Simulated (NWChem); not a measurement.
**C3H5ClF2 (SMILES FCC(Cl)CF) at 4 levels**

Aim: a comparison of 4 runs (HF/STO-3G, HF/3-21G, B3LYP/6-31G*) of C3H5ClF2. 

Program for the calculation: NWChem 7.3.0.

## (1) The molecule

C3H5ClF2 has 11 atoms, charge 0, and is taken as a singlet. As SMILES, `FCC(Cl)CF`. The coordinates come from a PBE0-D4/def2-TZVP relaxation. This is a higher conformer, about 11 kJ/mol above the lowest found by a separate search.

Bond lengths: F1–C2 1.372 Å, C2–C3 1.510 Å, C3–Cl4 1.782 Å, C3–C5 1.510 Å, C5–F6 1.372 Å, C2–H7 1.096 Å, C2–H8 1.094 Å, C3–H9 1.092 Å, C5–H10 1.096 Å, C5–H11 1.094 Å. Some angles: F1–C2–C3 110.5°, C2–C3–Cl4 110.3°, C2–C3–C5 111.1°, Cl4–C3–C5 110.3°, C3–C5–F6 110.5°, F1–C2–H7 107.9°, F1–C2–H8 108.4°, C3–C2–H7 109.5°, C3–C2–H8 111.0°, C2–C3–H9 109.4°.

## (2) Energy and forces at HF/STO-3G (run 1)

job.nw reads:

```
START job
TITLE "C3H5ClF2"
memory stack 880 mb heap 220 mb global 1100 mb
charge 0

GEOMETRY noautosym nocenter noautoz
  F      0.032200    -1.963400     1.420200
  C      0.301100    -1.216100     0.301500
  C     -0.305000     0.161100     0.426800
  Cl    -2.083300     0.053100     0.464800
  C      0.141800     1.056100    -0.704200
  F     -0.270200     2.346600    -0.487500
  H      1.389700    -1.128900     0.207500
  H     -0.099100    -1.742300    -0.569800
  H     -0.006500     0.603600     1.379300
  H      1.236400     1.056000    -0.759500
  H     -0.271600     0.717200    -1.658400
END

BASIS "ao basis" spherical bse
  * library STO-3G
END

SCF
  thresh 1e-08
  maxiter 80
END

TASK scf gradient
```

On the command line:

```
nwchem job.nw > job.out
```

Output:

```text
[...]
  functions       =    39
[...]
  wavefunction    = RHF
[...]
         Total SCF energy =   -765.771958794375
      One-electron energy =  -1677.333683436841
      Two-electron energy =    602.378831647773
 Nuclear repulsion energy =    309.182892994692
        Time for solution =      1.8s
[...]
                         RHF ENERGY GRADIENTS
    atom               coordinates                        gradient
                 x          y          z           x          y          z
   1 F       0.060849  -3.710288   2.683789    0.004654   0.010088  -0.015378
   2 C       0.568996  -2.298096   0.569752   -0.013133   0.030593  -0.001010
   3 C      -0.576366   0.304435   0.806535   -0.004158  -0.009719  -0.021324
   4 Cl     -3.936866   0.100344   0.878345    0.025398   0.001403  -0.000830
   5 C       0.267963   1.995740  -1.330745   -0.009244  -0.022565   0.022549
   6 F      -0.510604   4.434431  -0.921241    0.006600  -0.017582  -0.003172
   7 H       2.626152  -2.133312   0.392118   -0.002399  -0.002971   0.006027
   8 H      -0.187272  -3.292470  -1.076766   -0.001412  -0.002381   0.007544
   9 H      -0.012283   1.140639   2.606499   -0.001066   0.000010   0.000198
  10 H       2.336457   1.995551  -1.435247   -0.003149   0.006144   0.002001
  11 H      -0.513250   1.355311  -3.133922   -0.002090   0.006979   0.003395
[...]
```

It took 2.7 s on 1 thread of AMD EPYC 9R45 (Zen 5), shared host; peak memory 0.099 GiB.

## (3) Energy and gradient at HF/3-21G (run 2)

calc.nw reads:

```
start calc
title "C3H5ClF2"
memory total 2200 mb

geometry units au noautosym nocenter noautoz
  F      0.06084918    -3.71028827     2.68378904
  C      0.56899654    -2.29809594     0.56975243
  C     -0.57636647     0.30443488     0.80653511
  Cl    -3.93686644     0.10034446     0.87834470
  C      0.26796316     1.99573976    -1.33074514
  F     -0.51060400     4.43443132    -0.92124149
  H      2.62615240    -2.13331182     0.39211817
  H     -0.18727186    -3.29246983    -1.07676595
  H     -0.01228322     1.14063869     2.60649924
  H      2.33645738     1.99555079    -1.43524699
  H     -0.51324962     1.35531158    -3.13392181
end

basis "ao basis" spherical bse
  F library 3-21G
  C library 3-21G
  Cl library 3-21G
  H library 3-21G
end

scf
  thresh 1e-08
  maxiter 80
end

task scf gradient
```

On the command line:

```
nwchem calc.nw > calc.out
```

Output:

```text
[...]
  functions       =    68
[...]
  wavefunction    = RHF
[...]
         Total SCF energy =   -770.950897633408
      One-electron energy =  -1680.832760000286
      Two-electron energy =    600.698991628112
 Nuclear repulsion energy =    309.182870738767
        Time for solution =      2.6s
[...]
                         RHF ENERGY GRADIENTS
    atom               coordinates                        gradient
                 x          y          z           x          y          z
   1 F       0.060849  -3.710288   2.683789    0.006599   0.009472  -0.018657
   2 C       0.568997  -2.298096   0.569752   -0.012475  -0.000361   0.025117
   3 C      -0.576366   0.304435   0.806535   -0.039018  -0.007987  -0.011897
   4 Cl     -3.936866   0.100344   0.878345    0.036919   0.002237  -0.000774
   5 C       0.267963   1.995740  -1.330745   -0.013595   0.017354   0.017300
   6 F      -0.510604   4.434431  -0.921241    0.008624  -0.019347  -0.005934
   7 H       2.626152  -2.133312   0.392118    0.009777  -0.000357   0.001060
   8 H      -0.187272  -3.292470  -1.076766   -0.004352  -0.007100  -0.006193
   9 H      -0.012283   1.140639   2.606499    0.002843   0.004275   0.009213
  10 H       2.336457   1.995551  -1.435247    0.009522   0.002164  -0.000051
  11 H      -0.513250   1.355312  -3.133922   -0.004843  -0.000349  -0.009183
[...]
```

It took 3.6 s on 1 thread of AMD EPYC 9R45 (Zen 5), shared host; peak memory 0.1 GiB.

Run 3 isn't shown in full; the table further down has it.

## (4) Energy and forces at B3LYP/6-31G(d) (Cartesian functions) (run 4)

job.nw reads:

```
start job
memory stack 880 mb heap 220 mb global 1100 mb

geometry units angstroms noautosym nocenter noautoz
F     0.032200   -1.963400    1.420200
C     0.301100   -1.216100    0.301500
C    -0.305000    0.161100    0.426800
Cl   -2.083300    0.053100    0.464800
C     0.141800    1.056100   -0.704200
F    -0.270200    2.346600   -0.487500
H     1.389700   -1.128900    0.207500
H    -0.099100   -1.742300   -0.569800
H    -0.006500    0.603600    1.379300
H     1.236400    1.056000   -0.759500
H    -0.271600    0.717200   -1.658400
end

basis
* library 6-31G*
end

dft
xc b3lyp
mult 1
grid fine
convergence energy 1e-08
iterations 100
mulliken
noprint "final vectors analysis"
end

task dft gradient
```

On the command line:

```
nwchem job.nw > job.out
```

Output:

```text
[...]
          Wavefunction type:  closed shell.
          No. of atoms     :    11
          No. of electrons :    58
[...]
          Charge           :     0
          Spin multiplicity:     1
[...]
          AO basis - number of functions:   104
[...]
              XC Information
              --------------
                         B3LYP Method XC Potential
                     Hartree-Fock (Exact) Exchange  0.200
                        Slater Exchange Functional  0.800 local
                    Becke 1988 Exchange Functional  0.720 non-local
              Lee-Yang-Parr Correlation Functional  0.810
                  VWN I RPA Correlation Functional  0.190 local
[...]
 d= 0,ls=0.0,diis     1   -777.0470015091 -1.09D+03  1.86D-02  1.35D+00     1.8
[...]
 d= 0,ls=0.0,diis    10   -777.1850561414 -1.28D-09  2.21D-07  1.00D-09    14.6
         Total DFT energy =     -777.185056141369
      One electron energy =    -1686.446826756423
           Coulomb energy =      667.474367388337
    Exchange-Corr. energy =      -67.395489767975
 Nuclear repulsion energy =      309.182892994692
[...]
  wavefunction    = closed shell
[...]
```

It took 19 s on 1 thread of AMD EPYC 9R45 (Zen 5), shared host; peak memory 0.13 GiB.

## (5) The series

| run | level | iteration cap | module | energy (Eh) | dipole moment (D) | HOMO energy (eV) | LUMO energy (eV) | wall time |
| --- | --- | --- | --- | --- | --- | --- | --- | --- |
| 1 | HF/STO-3G | 80 | scf | -765.771959 | 3.08 | -10.26 | 9.54 | 2.7 s |
| 2 | HF/3-21G | 80 | scf | -770.950898 | 3.91 | -12.18 | 5.00 | 3.6 s |
| 3 | B3LYP/6-31G* (spherical functions) | 100 | dft | -777.177448 | 2.98 | -8.26 | 0.56 | 18 s |
| 4 | B3LYP/6-31G* (Cartesian functions) | 100 | dft | -777.185056 | 2.98 | – | – | 19 s |

## (6) Summary of results

```
                       quantity          value
            run 4: total energy  -777.18506 Eh
           run 4: dipole moment         2.98 D
run 4: largest force on an atom     0.702 eV/Å
```

What this shows: The dipole moment (its size) runs from 2.98 D (B3LYP/6-31G*) to 3.91 D (HF/3-21G). The two ends differ in method and basis. Over runs 1, 2, 3 the HOMO–LUMO gap runs from 8.82 eV (B3LYP/6-31G*) to 19.81 eV (HF/STO-3G). In run 1 the basis is minimal, so the values are rough. All runs together took 43 s, the longest 19 s.
